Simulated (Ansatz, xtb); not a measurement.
# CH3BN: which of two structures lies lower

We compare a, a doublet given by its coordinates, with b, `BN=[CH]`, a doublet. Both are isolated molecules in the gas phase, relaxed with r2SCAN-D4/def2-SVP; the shapes shown needn't be the lowest conformers.

a (Å):

```yaml
atoms:
  - { symbol: C, position_ang: [1.8564, 0.2807, 0.9540] }
  - { symbol: B, position_ang: [0.9679, -1.5595, 2.5373] }
  - { symbol: N, position_ang: [1.4032, -0.6584, 1.7621] }
  - { symbol: H, position_ang: [0.5623, -2.3996, 3.2595] }
  - { symbol: H, position_ang: [1.1749, 1.0373, 0.5489] }
  - { symbol: H, position_ang: [2.9176, 0.3109, 0.6821] }
```

Close contacts (Å): C1–N3 1.32, B2–N3 1.27, C1–H5 1.10, C1–H6 1.10, B2–H4 1.18.

b (Å):

```yaml
atoms:
  - { symbol: C, position_ang: [1.3703, 1.0532, 1.4853] }
  - { symbol: B, position_ang: [1.6565, -1.5046, 1.8302] }
  - { symbol: N, position_ang: [1.4668, -0.1439, 1.6021] }
  - { symbol: H, position_ang: [0.9156, -2.0611, 2.6037] }
  - { symbol: H, position_ang: [2.5473, -2.0628, 1.2370] }
  - { symbol: H, position_ang: [0.8037, 1.7105, 0.8081] }
```

Energies in hartree; the thermal terms are from r2SCAN-D4/def2-SVP harmonic frequencies (ideal gas, rigid rotor, one conformer each, 298.15 K, 1 atm) and include the zero-point energy:

```
                               a           b
E, CCSD(T)/def2-TZVP  −119.228231  −119.214299
   zero-point energy     0.039228     0.037823
        H(298 K) − E     0.044335     0.042690
        G(298 K) − E     0.015286     0.013161
```

Q: Work out ΔE, ΔE₀, ΔH and ΔG for a → b in kcal/mol (1 Eh = 627.51 kcal/mol) and the equilibrium ratio [b]/[a].

A: 1. ΔE = −119.214299 − (−119.228231) = +0.013932 Eh = +8.74 kcal/mol.
2. ΔE₀ = ΔE + ΔZPE = +0.013932 + (−0.001405) Eh = +7.86 kcal/mol.
3. ΔH = ΔE + (−0.001645) Eh = +7.71 kcal/mol.
4. ΔG = ΔE + (−0.002125) Eh = +7.41 kcal/mol, so ΔS = (ΔH − ΔG)/T = +4.2 J/(mol K).
5. kT = 0.9442 mEh, so K = [b]/[a] = exp(−ΔG/kT) = exp(−12.50) ≈ 3.7 × 10^−6.

Structure a is favoured at this temperature. An error of 1 kcal/mol in ΔG would change K by a factor of 5.4. Mirror images and further conformers aren't counted.

Other levels gave ΔE = +11.9 (GFN2-xTB); +12.6 (HF/STO-3G, GFN2-xTB geometries); +12.4 (r2SCAN-D4/def2-SVP//GFN2-xTB); +11.6 (r2SCAN-D4/def2-SVP); +8.4 (HF/def2-TZVP); +11.8 (MP2/def2-TZVP) kcal/mol. Open shells are spin-unrestricted, with notable spin contamination. The correlated steps freeze 3 core orbitals. Programs: Ansatz 0.2.0, xtb 6.7.1.
